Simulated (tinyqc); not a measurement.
RKS/exchange-only LDA in the sto-6g basis, for H2F+, spin multiplicity 1, step by step (part 1 of 2). Computed by tinyqc, a small Python program that keeps every step (integrals from PySCF). Settings: charge = 1, multiplicity = 1, basis = sto-6g, energy threshold = 1e-08, iteration cap = 86, orthogonalisation = canonical, start = core, DIIS depth = 4, method = RKS, functional = Slater exchange alone, grid = [30, 50]. Command: `OMP_NUM_THREADS=1 python tinyqc.py 20803 20804 out.jsonl` (the two numbers bound the seeds that draw the settings). One thread of a shared host (Intel(R) Xeon(R) Processor @ 2.60GHz), about 0.6 s of CPU time with the checks. Later iterations appear only in the table of the cycle.

## One-electron integrals

Geometry (angstrom):

| atom | x | y | z |
|---|---|---|---|
| F | 0.0000 | 0.0000 | 0.0000 |
| H | 0.0000 | 1.0050 | 0.6090 |
| H | 0.0000 | -1.0050 | 0.6090 |

Basis sto-6g: exponents (1/bohr^2) and contraction coefficients of normalised primitives:

| element | l (shell) | exponent | coefficient |
|---|---|---|---|
| F | s (1) | 1728.6266 | 0.0092 |
| F | s (1) | 316.9418 | 0.0494 |
| F | s (1) | 88.6689 | 0.1685 |
| F | s (1) | 30.4602 | 0.3706 |
| F | s (1) | 11.8286 | 0.4165 |
| F | s (1) | 4.8717 | 0.1303 |
| F | s (2) | 67.0323 | -0.0133 |
| F | s (2) | 13.2674 | -0.0470 |
| F | s (2) | 4.1235 | -0.0338 |
| F | s (2) | 1.5865 | 0.2502 |
| F | s (2) | 0.6890 | 0.5951 |
| F | s (2) | 0.3158 | 0.2407 |
| F | p (3) | 67.0323 | 0.0038 |
| F | p (3) | 13.2674 | 0.0377 |
| F | p (3) | 4.1235 | 0.1739 |
| F | p (3) | 1.5865 | 0.4180 |
| F | p (3) | 0.6890 | 0.4259 |
| F | p (3) | 0.3158 | 0.1017 |
| H | s (1) | 35.5232 | 0.0092 |
| H | s (1) | 6.5131 | 0.0494 |
| H | s (1) | 1.8221 | 0.1685 |
| H | s (1) | 0.6260 | 0.3706 |
| H | s (1) | 0.2431 | 0.4165 |
| H | s (1) | 0.1001 | 0.1303 |

Overlap, kinetic and nuclear-attraction integrals over the contracted functions; the nuclear repulsion is the sum of Za Zb / Rab.

nuclear repulsion = 8.368992 hartree

overlap S:
```
         1F 1s   1F 2s  1F 2px   1F 2py  1F 2pz   2H 1s    3H 1s
1F 1s   1.0000  0.2325  0.0000   0.0000  0.0000  0.0279   0.0279
1F 2s   0.2325  1.0000  0.0000   0.0000  0.0000  0.2994   0.2994
1F 2px  0.0000  0.0000  1.0000   0.0000  0.0000  0.0000   0.0000
1F 2py  0.0000  0.0000  0.0000   1.0000  0.0000  0.2177  -0.2177
1F 2pz  0.0000  0.0000  0.0000   0.0000  1.0000  0.1319   0.1319
2H 1s   0.0279  0.2994  0.0000   0.2177  0.1319  1.0000   0.1180
3H 1s   0.0279  0.2994  0.0000  -0.2177  0.1319  0.1180   1.0000
```

kinetic energy T (hartree):
```
          1F 1s    1F 2s  1F 2px   1F 2py  1F 2pz    2H 1s    3H 1s
1F 1s   37.3977  -1.1433  0.0000   0.0000  0.0000  -0.0055  -0.0055
1F 2s   -1.1433   1.0823  0.0000   0.0000  0.0000   0.0300   0.0300
1F 2px   0.0000   0.0000  3.2513   0.0000  0.0000   0.0000   0.0000
1F 2py   0.0000   0.0000  0.0000   3.2513  0.0000   0.0948  -0.0948
1F 2pz   0.0000   0.0000  0.0000   0.0000  3.2513   0.0575   0.0575
2H 1s   -0.0055   0.0300  0.0000   0.0948  0.0575   0.7685  -0.0117
3H 1s   -0.0055   0.0300  0.0000  -0.0948  0.0575  -0.0117   0.7685
```

nuclear attraction V (hartree):
```
           1F 1s     1F 2s    1F 2px    1F 2py    1F 2pz    2H 1s    3H 1s
1F 1s   -78.7231   -8.0751    0.0000    0.0000   -0.0101  -1.1067  -1.1067
1F 2s    -8.0751  -12.3750    0.0000    0.0000   -0.1180  -2.6822  -2.6822
1F 2px    0.0000    0.0000  -12.3335    0.0000    0.0000   0.0000   0.0000
1F 2py    0.0000    0.0000    0.0000  -12.4234    0.0000  -1.6829   1.6829
1F 2pz   -0.0101   -0.1180    0.0000    0.0000  -12.3665  -1.0447  -1.0447
2H 1s    -1.1067   -2.6822    0.0000   -1.6829   -1.0447  -5.4938  -0.7481
3H 1s    -1.1067   -2.6822    0.0000    1.6829   -1.0447  -0.7481  -5.4938
```

core Hamiltonian H = T + V (hartree):
```
           1F 1s     1F 2s   1F 2px   1F 2py   1F 2pz    2H 1s    3H 1s
1F 1s   -41.3254   -9.2184   0.0000   0.0000  -0.0101  -1.1123  -1.1123
1F 2s    -9.2184  -11.2927   0.0000   0.0000  -0.1180  -2.6522  -2.6522
1F 2px    0.0000    0.0000  -9.0822   0.0000   0.0000   0.0000   0.0000
1F 2py    0.0000    0.0000   0.0000  -9.1721   0.0000  -1.5881   1.5881
1F 2pz   -0.0101   -0.1180   0.0000   0.0000  -9.1152  -0.9872  -0.9872
2H 1s    -1.1123   -2.6522   0.0000  -1.5881  -0.9872  -4.7253  -0.7598
3H 1s    -1.1123   -2.6522   0.0000   1.5881  -0.9872  -0.7598  -4.7253
```

## Two-electron integrals

Functions are numbered as in S; the eight-fold symmetry (ij|kl) = (ji|kl) = (kl|ij) leaves the list below.

Two-electron integrals (ij|kl) in chemists' order, unique and non-zero (hartree):
```
(11|11) 5.4062      (21|11) 0.7681      (21|21) 0.1389      (22|11) 1.2663
(22|21) 0.2840      (22|22) 0.9264      (31|31) 0.0295      (32|31) 0.0447
(32|32) 0.2048      (33|11) 1.2663      (33|21) 0.2840      (33|22) 0.9264
(33|33) 0.9981      (41|41) 0.0295      (42|41) 0.0447      (42|42) 0.2048
(43|43) 0.0538      (44|11) 1.2663      (44|21) 0.2840      (44|22) 0.9264
(44|33) 0.8905      (44|44) 0.9981      (51|51) 0.0295      (52|51) 0.0447
(52|52) 0.2048      (53|53) 0.0538      (54|54) 0.0538      (55|11) 1.2663
(55|21) 0.2840      (55|22) 0.9264      (55|33) 0.8905      (55|44) 0.8905
(55|55) 0.9981      (61|11) 0.0980      (61|21) 0.0170      (61|22) 0.0340
(61|33) 0.0340      (61|41) 0.0006      (61|42) 0.0012      (61|44) 0.0341
(61|51) 3.84e-04    (61|52) 0.0008      (61|54) 7.58e-05    (61|55) 0.0340
(61|61) 0.0021      (62|11) 0.2611      (62|21) 0.0595      (62|22) 0.2181
(62|33) 0.2150      (62|41) 0.0037      (62|42) 0.0285      (62|44) 0.2219
(62|51) 0.0022      (62|52) 0.0173      (62|54) 0.0042      (62|55) 0.2175
(62|61) 0.0073      (62|62) 0.0651      (63|31) 0.0064      (63|32) 0.0374
(63|43) 0.0059      (63|53) 0.0036      (63|63) 0.0093      (64|11) 0.1572
(64|21) 0.0363      (64|22) 0.1423      (64|33) 0.1364      (64|41) 0.0084
(64|42) 0.0546      (64|44) 0.1525      (64|51) 0.0012      (64|52) 0.0104
(64|54) 0.0062      (64|55) 0.1380      (64|61) 0.0046      (64|62) 0.0521
(64|64) 0.0506      (65|11) 0.0953      (65|21) 0.0220      (65|22) 0.0862
(65|33) 0.0827      (65|41) 0.0012      (65|42) 0.0104      (65|44) 0.0853
(65|51) 0.0071      (65|52) 0.0437      (65|54) 0.0075      (65|55) 0.0908
(65|61) 0.0028      (65|62) 0.0316      (65|64) 0.0251      (65|65) 0.0245
(66|11) 0.4432      (66|21) 0.1029      (66|22) 0.4347      (66|33) 0.4211
(66|41) 0.0075      (66|42) 0.0816      (66|44) 0.4510      (66|51) 0.0045
(66|52) 0.0494      (66|54) 0.0181      (66|55) 0.4321      (66|61) 0.0127
(66|62) 0.1732      (66|64) 0.1606      (66|65) 0.0973      (66|66) 0.7750
(71|11) 0.0980      (71|21) 0.0170      (71|22) 0.0340      (71|33) 0.0340
(71|41) -0.0006     (71|42) -0.0012     (71|44) 0.0341      (71|51) 3.84e-04
(71|52) 0.0008      (71|54) -7.58e-05   (71|55) 0.0340      (71|61) 0.0021
(71|62) 0.0071      (71|64) 0.0041      (71|65) 0.0027      (71|66) 0.0122
(71|71) 0.0021      (72|11) 0.2611      (72|21) 0.0595      (72|22) 0.2181
(72|33) 0.2150      (72|41) -0.0037     (72|42) -0.0285     (72|44) 0.2219
(72|51) 0.0022      (72|52) 0.0173      (72|54) -0.0042     (72|55) 0.2175
(72|61) 0.0071      (72|62) 0.0515      (72|64) 0.0288      (72|65) 0.0243
(72|66) 0.1090      (72|71) 0.0073      (72|72) 0.0651      (73|31) 0.0064
(73|32) 0.0374      (73|43) -0.0059     (73|53) 0.0036      (73|63) 0.0071
(73|73) 0.0093      (74|11) -0.1572     (74|21) -0.0363     (74|22) -0.1423
(74|33) -0.1364     (74|41) 0.0084      (74|42) 0.0546      (74|44) -0.1525
(74|51) -0.0012     (74|52) -0.0104     (74|54) 0.0062      (74|55) -0.1380
(74|61) -0.0041     (74|62) -0.0288     (74|64) -0.0095     (74|65) -0.0133
(74|66) -0.0570     (74|71) -0.0046     (74|72) -0.0521     (74|74) 0.0506
(75|11) 0.0953      (75|21) 0.0220      (75|22) 0.0862      (75|33) 0.0827
(75|41) -0.0012     (75|42) -0.0104     (75|44) 0.0853      (75|51) 0.0071
(75|52) 0.0437      (75|54) -0.0075     (75|55) 0.0908      (75|61) 0.0027
(75|62) 0.0243      (75|64) 0.0133      (75|65) 0.0183      (75|66) 0.0561
(75|71) 0.0028      (75|72) 0.0316      (75|74) -0.0251     (75|75) 0.0245
(76|11) 0.0688      (76|21) 0.0158      (76|22) 0.0635      (76|33) 0.0624
(76|44) 0.0636      (76|51) 0.0010      (76|52) 0.0089      (76|55) 0.0644
(76|61) 0.0019      (76|62) 0.0189      (76|64) 0.0133      (76|65) 0.0105
(76|66) 0.0547      (76|71) 0.0019      (76|72) 0.0189      (76|74) -0.0133
(76|75) 0.0105      (76|76) 0.0071      (77|11) 0.4432      (77|21) 0.1029
(77|22) 0.4347      (77|33) 0.4211      (77|41) -0.0075     (77|42) -0.0816
(77|44) 0.4510      (77|51) 0.0045      (77|52) 0.0494      (77|54) -0.0181
(77|55) 0.4321      (77|61) 0.0122      (77|62) 0.1090      (77|64) 0.0570
(77|65) 0.0561      (77|66) 0.2624      (77|71) 0.0127      (77|72) 0.1732
(77|74) -0.1606     (77|75) 0.0973      (77|76) 0.0547      (77|77) 0.7750
```

## Orthogonalisation

S = U s U^T; canonical form X = U s^(-1/2), so that X^T S X = 1. Each column of U has its largest component positive (the first on a tie).

eigenvalues of S: 0.5483  0.6275  0.9106  1.0000  1.0806  1.2545  1.5785

X:
```
              1        2        3       4        5        6       7
1F 1s   -0.4238   0.0000   0.6830  0.0000  -0.5994   0.0000  0.2367
1F 2s    0.9572   0.0000  -0.2063  0.0000  -0.2553   0.0000  0.4961
1F 2px   0.0000   0.0000   0.0000  1.0000   0.0000   0.0000  0.0000
1F 2py   0.0000   0.8043   0.0000  0.0000   0.0000   0.6882  0.0000
1F 2pz   0.3258   0.0000   0.6922  0.0000   0.6497   0.0000  0.1767
2H 1s   -0.5577  -0.6880  -0.2344  0.0000   0.1984   0.4022  0.3874
3H 1s   -0.5577   0.6880  -0.2344  0.0000   0.1984  -0.4022  0.3874
```

## Starting guess

The start is the orbitals of the core Hamiltonian; D = 2 C_occ C_occ^T.

D at the start:
```
          1F 1s    1F 2s  1F 2px   1F 2py   1F 2pz    2H 1s    3H 1s
1F 1s    2.1209  -0.5315  0.0000   0.0000  -0.0182   0.0507   0.0507
1F 2s   -0.5315   2.3325  0.0000   0.0000   0.1043  -0.2129  -0.2129
1F 2px   0.0000   0.0000  2.0000   0.0000   0.0000   0.0000   0.0000
1F 2py   0.0000   0.0000  0.0000   2.1515   0.0000  -0.2192   0.2192
1F 2pz  -0.0182   0.1043  0.0000   0.0000   2.0487  -0.1166  -0.1166
2H 1s    0.0507  -0.2129  0.0000  -0.2192  -0.1166   0.0474   0.0027
3H 1s    0.0507  -0.2129  0.0000   0.2192  -0.1166   0.0027   0.0474
```

## Iteration 1: exchange-correlation on the grid

Becke grid with 30 radial and 50 angular points per atom, points of zero weight dropped. rho = sum D_ij phi_i phi_j; V_xc,ij = sum w v_xc phi_i phi_j; v_xc is d(rho eps)/d rho.

The 16 grid points with the largest w rho, of 4498 (bohr, atomic units):

| x | y | z | w | rho | eps_xc | v_xc |
|---|---|---|---|---|---|---|
| 0.7047 | 0.0000 | 0.7047 | 0.0561 | 0.5871 | -0.6184 | -0.8246 |
| -0.7047 | 0.0000 | 0.7047 | 0.0561 | 0.5871 | -0.6184 | -0.8246 |
| 0.0000 | 0.7047 | -0.7047 | 0.0563 | 0.5819 | -0.6166 | -0.8221 |
| 0.0000 | -0.7047 | -0.7047 | 0.0563 | 0.5819 | -0.6166 | -0.8221 |
| 0.5729 | 0.0000 | 0.5729 | 0.0322 | 1.0100 | -0.7410 | -0.9880 |
| -0.5729 | 0.0000 | 0.5729 | 0.0322 | 1.0100 | -0.7410 | -0.9880 |
| 0.7047 | 0.0000 | -0.7047 | 0.0564 | 0.5714 | -0.6129 | -0.8171 |
| -0.7047 | 0.0000 | -0.7047 | 0.0564 | 0.5714 | -0.6129 | -0.8171 |
| 0.5729 | 0.5729 | 0.0000 | 0.0320 | 1.0022 | -0.7391 | -0.9855 |
| -0.5729 | 0.5729 | 0.0000 | 0.0320 | 1.0022 | -0.7391 | -0.9855 |
| 0.5729 | -0.5729 | 0.0000 | 0.0320 | 1.0022 | -0.7391 | -0.9855 |
| -0.5729 | -0.5729 | 0.0000 | 0.0320 | 1.0022 | -0.7391 | -0.9855 |
| 0.0000 | 0.5729 | -0.5729 | 0.0322 | 0.9959 | -0.7375 | -0.9834 |
| 0.0000 | -0.5729 | -0.5729 | 0.0322 | 0.9959 | -0.7375 | -0.9834 |
| -0.7047 | 0.7047 | 0.0000 | 0.0551 | 0.5817 | -0.6165 | -0.8220 |
| 0.7047 | 0.7047 | 0.0000 | 0.0551 | 0.5817 | -0.6165 | -0.8220 |

electrons on the grid, sum of w rho = 10.0001

E_xc = sum of w rho eps_xc = -10.166559 hartree

V_xc (hartree):
```
          1F 1s    1F 2s   1F 2px   1F 2py   1F 2pz    2H 1s    3H 1s
1F 1s   -3.2114  -0.4179   0.0000   0.0000  -0.0006  -0.0547  -0.0547
1F 2s   -0.4179  -0.8694   0.0000   0.0000  -0.0007  -0.1694  -0.1694
1F 2px   0.0000   0.0000  -0.8700   0.0000   0.0000   0.0000   0.0000
1F 2py   0.0000   0.0000   0.0000  -0.8688   0.0000  -0.0968   0.0968
1F 2pz  -0.0006  -0.0007   0.0000   0.0000  -0.8694  -0.0584  -0.0584
2H 1s   -0.0547  -0.1694   0.0000  -0.0968  -0.0584  -0.1632  -0.0357
3H 1s   -0.0547  -0.1694   0.0000   0.0968  -0.0584  -0.0357  -0.1632
```

## Iteration 1: building the Kohn-Sham matrix

J_ij = sum D_kl (ij|kl); F = H + J + V_xc; E = tr D H + tr D J / 2 + E_xc + E_nn.

Coulomb J (hartree):
```
          1F 1s   1F 2s  1F 2px   1F 2py  1F 2pz   2H 1s    3H 1s
1F 1s   21.1115  3.8251  0.0000   0.0000  0.0025  0.4707   0.4707
1F 2s    3.8251  9.9857  0.0000   0.0000  0.0017  2.2724   2.2724
1F 2px   0.0000  0.0000  9.9867   0.0000  0.0000  0.0000   0.0000
1F 2py   0.0000  0.0000  0.0000   9.9847  0.0000  1.4541  -1.4541
1F 2pz   0.0025  0.0017  0.0000   0.0000  9.9857  0.8807   0.8807
2H 1s    0.4707  2.2724  0.0000   1.4541  0.8807  4.3531   0.6454
3H 1s    0.4707  2.2724  0.0000  -1.4541  0.8807  0.6454   4.3531
```

Kohn-Sham matrix F (hartree):
```
           1F 1s    1F 2s  1F 2px   1F 2py   1F 2pz    2H 1s    3H 1s
1F 1s   -23.4252  -5.8112  0.0000   0.0000  -0.0081  -0.6962  -0.6962
1F 2s    -5.8112  -2.1764  0.0000   0.0000  -0.1170  -0.5492  -0.5492
1F 2px    0.0000   0.0000  0.0345   0.0000   0.0000   0.0000   0.0000
1F 2py    0.0000   0.0000  0.0000  -0.0562   0.0000  -0.2308   0.2308
1F 2pz   -0.0081  -0.1170  0.0000   0.0000   0.0011  -0.1649  -0.1649
2H 1s    -0.6962  -0.5492  0.0000  -0.2308  -0.1649  -0.5354  -0.1501
3H 1s    -0.6962  -0.5492  0.0000   0.2308  -0.1649  -0.1501  -0.5354
```

total energy of this density = -97.743263 hartree

## Iteration 1: diagonalisation and new density

Diagonalise F' = X^T F X, C = X C', fill 5 alpha and 5 beta electrons from the bottom; D = 2 C_occ C_occ^T. Each column has its largest component positive (the first on a tie).

F' = X^T F X (hartree):
```
         1       2        3       4        5        6        7
1  -1.3491  0.0000   3.3194  0.0000  -3.2358   0.0000   1.7786
2   0.0000  0.1097   0.0000  0.0000   0.0000   0.2514   0.0000
3   3.3194  0.0000  -8.9852  0.0000   9.4713   0.0000  -5.3133
4   0.0000  0.0000   0.0000  0.0345   0.0000   0.0000   0.0000
5  -3.2358  0.0000   9.4713  0.0000  -9.9893   0.0000   5.7044
6   0.0000  0.2514   0.0000  0.0000   0.0000  -0.4068   0.0000
7   1.7786  0.0000  -5.3133  0.0000   5.7044   0.0000  -4.1620
```

orbital energies (hartree): MO1 -23.4319, MO2 -0.8863, MO3 -0.5090, MO4 -0.2669, MO5 0.0345, MO6 0.0995, MO7 0.2119

coefficients C:
```
            MO1      MO2      MO3      MO4     MO5      MO6      MO7
1F 1s    0.9956  -0.2060   0.0000  -0.1644  0.0000  -0.0277   0.0000
1F 2s    0.0191   0.7620   0.0000   0.8081  0.0000   0.1900   0.0000
1F 2px   0.0000   0.0000   0.0000   0.0000  1.0000   0.0000   0.0000
1F 2py   0.0000   0.0000   0.3347   0.0000  0.0000   0.0000   1.0042
1F 2pz   0.0013   0.1283   0.0000  -0.2396  0.0000   0.9822   0.0000
2H 1s   -0.0033   0.2755   0.6317  -0.6069  0.0000  -0.3333  -0.4860
3H 1s   -0.0033   0.2755  -0.6317  -0.6069  0.0000  -0.3333   0.4860
```

D after iteration 1:
```
          1F 1s    1F 2s  1F 2px   1F 2py   1F 2pz    2H 1s    3H 1s
1F 1s    2.1214  -0.5417  0.0000   0.0000   0.0285   0.0795   0.0795
1F 2s   -0.5417   2.4680  0.0000   0.0000  -0.1917  -0.5612  -0.5612
1F 2px   0.0000   0.0000  2.0000   0.0000   0.0000   0.0000   0.0000
1F 2py   0.0000   0.0000  0.0000   0.2241   0.0000   0.4229  -0.4229
1F 2pz   0.0285  -0.1917  0.0000   0.0000   0.1478   0.3616   0.3616
2H 1s    0.0795  -0.5612  0.0000   0.4229   0.3616   1.6866   0.0906
3H 1s    0.0795  -0.5612  0.0000  -0.4229   0.3616   0.0906   1.6866
```

## Iteration 2: exchange-correlation on the grid

As before.

The 16 grid points with the largest w rho, of 4498 (bohr, atomic units):

| x | y | z | w | rho | eps_xc | v_xc |
|---|---|---|---|---|---|---|
| 0.9015 | -0.3005 | -0.3005 | 0.0504 | 0.5197 | -0.5938 | -0.7917 |
| 0.9015 | 0.3005 | -0.3005 | 0.0504 | 0.5197 | -0.5938 | -0.7917 |
| -0.9015 | -0.3005 | -0.3005 | 0.0504 | 0.5197 | -0.5938 | -0.7917 |
| -0.9015 | 0.3005 | -0.3005 | 0.0504 | 0.5197 | -0.5938 | -0.7917 |
| 0.7328 | -0.2443 | -0.2443 | 0.0288 | 0.8899 | -0.7104 | -0.9472 |
| -0.7328 | -0.2443 | -0.2443 | 0.0288 | 0.8899 | -0.7104 | -0.9472 |
| 0.7328 | 0.2443 | -0.2443 | 0.0288 | 0.8899 | -0.7104 | -0.9472 |
| -0.7328 | 0.2443 | -0.2443 | 0.0288 | 0.8899 | -0.7104 | -0.9472 |
| -0.9015 | -0.3005 | 0.3005 | 0.0501 | 0.5052 | -0.5882 | -0.7843 |
| -0.9015 | 0.3005 | 0.3005 | 0.0501 | 0.5052 | -0.5882 | -0.7843 |
| 0.9015 | -0.3005 | 0.3005 | 0.0501 | 0.5052 | -0.5882 | -0.7843 |
| 0.9015 | 0.3005 | 0.3005 | 0.0501 | 0.5052 | -0.5882 | -0.7843 |
| -0.7328 | 0.2443 | 0.2443 | 0.0288 | 0.8604 | -0.7024 | -0.9366 |
| -0.7328 | -0.2443 | 0.2443 | 0.0288 | 0.8604 | -0.7024 | -0.9366 |
| 0.7328 | 0.2443 | 0.2443 | 0.0288 | 0.8604 | -0.7024 | -0.9366 |
| 0.7328 | -0.2443 | 0.2443 | 0.0288 | 0.8604 | -0.7024 | -0.9366 |

electrons on the grid, sum of w rho = 10.0006

E_xc = sum of w rho eps_xc = -8.583185 hartree

V_xc (hartree):
```
          1F 1s    1F 2s   1F 2px   1F 2py   1F 2pz    2H 1s    3H 1s
1F 1s   -3.1697  -0.3869   0.0000   0.0000   0.0018  -0.0511  -0.0511
1F 2s   -0.3869  -0.7390   0.0000   0.0000  -0.0020  -0.1696  -0.1696
1F 2px   0.0000   0.0000  -0.7943   0.0000   0.0000   0.0000   0.0000
1F 2py   0.0000   0.0000   0.0000  -0.7211   0.0000  -0.1137   0.1137
1F 2pz   0.0018  -0.0020   0.0000   0.0000  -0.7016  -0.0700  -0.0700
2H 1s   -0.0511  -0.1696   0.0000  -0.1137  -0.0700  -0.4519  -0.0480
3H 1s   -0.0511  -0.1696   0.0000   0.1137  -0.0700  -0.0480  -0.4519
```

## Iteration 2: building the Kohn-Sham matrix

As before.

Coulomb J (hartree):
```
          1F 1s   1F 2s  1F 2px   1F 2py  1F 2pz   2H 1s    3H 1s
1F 1s   18.1217  3.1686  0.0000   0.0000  0.0074  0.3921   0.3921
1F 2s    3.1686  8.2266  0.0000   0.0000  0.1348  1.9926   1.9926
1F 2px   0.0000  0.0000  8.3025   0.0000  0.0000  0.0000   0.0000
1F 2py   0.0000  0.0000  0.0000   8.2280  0.0000  1.3275  -1.3275
1F 2pz   0.0074  0.1348  0.0000   0.0000  8.1493  0.8348   0.8348
2H 1s    0.3921  1.9926  0.0000   1.3275  0.8348  4.6319   0.6124
3H 1s    0.3921  1.9926  0.0000  -1.3275  0.8348  0.6124   4.6319
```

Kohn-Sham matrix F (hartree):
```
           1F 1s    1F 2s   1F 2px   1F 2py   1F 2pz    2H 1s    3H 1s
1F 1s   -26.3733  -6.4368   0.0000   0.0000  -0.0008  -0.7713  -0.7713
1F 2s    -6.4368  -3.8051   0.0000   0.0000   0.0149  -0.8291  -0.8291
1F 2px    0.0000   0.0000  -1.5740   0.0000   0.0000   0.0000   0.0000
1F 2py    0.0000   0.0000   0.0000  -1.6652   0.0000  -0.3743   0.3743
1F 2pz   -0.0008   0.0149   0.0000   0.0000  -1.6674  -0.2224  -0.2224
2H 1s    -0.7713  -0.8291   0.0000  -0.3743  -0.2224  -0.5454  -0.1954
3H 1s    -0.7713  -0.8291   0.0000   0.3743  -0.2224  -0.1954  -0.5454
```

total energy of this density = -97.000348 hartree

## Iteration 2: DIIS over 2 matrices

error matrix X^T (FDS - SDF) X:
```
        1       2        3       4        5        6        7
1  0.0000  0.0000  -0.4439  0.0000  -0.6365   0.0000  -0.3174
2  0.0000  0.0000   0.0000  0.0000   0.0000  -1.3958   0.0000
3  0.4439  0.0000   0.0000  0.0000  -0.4608   0.0000  -0.4589
4  0.0000  0.0000   0.0000  0.0000   0.0000   0.0000   0.0000
5  0.6365  0.0000   0.4608  0.0000   0.0000   0.0000  -0.3287
6  0.0000  1.3958   0.0000  0.0000   0.0000   0.0000   0.0000
7  0.3174  0.0000   0.4589  0.0000   0.3287   0.0000   0.0000
```

B (overlaps of the stored error matrices):
```
                1               2
1   1.6781838e+00  -2.5318687e+00
2  -2.5318687e+00   6.3643839e+00
```

Minimise |sum c_i e_i|^2 with sum c_i = 1: solve [B -1; -1 0][c; lambda] = [0; -1] with B_ij = tr e_i^T e_j, and take F = sum c_i F_i.

DIIS coefficients: 0.6788  0.3212

extrapolated F (hartree):
```
           1F 1s    1F 2s   1F 2px   1F 2py   1F 2pz    2H 1s    3H 1s
1F 1s   -24.3722  -6.0122   0.0000   0.0000  -0.0058  -0.7204  -0.7204
1F 2s    -6.0122  -2.6996   0.0000   0.0000  -0.0746  -0.6391  -0.6391
1F 2px    0.0000   0.0000  -0.4822   0.0000   0.0000   0.0000   0.0000
1F 2py    0.0000   0.0000   0.0000  -0.5730   0.0000  -0.2769   0.2769
1F 2pz   -0.0058  -0.0746   0.0000   0.0000  -0.5349  -0.1834  -0.1834
2H 1s    -0.7204  -0.6391   0.0000  -0.2769  -0.1834  -0.5386  -0.1646
3H 1s    -0.7204  -0.6391   0.0000   0.2769  -0.1834  -0.1646  -0.5386
```
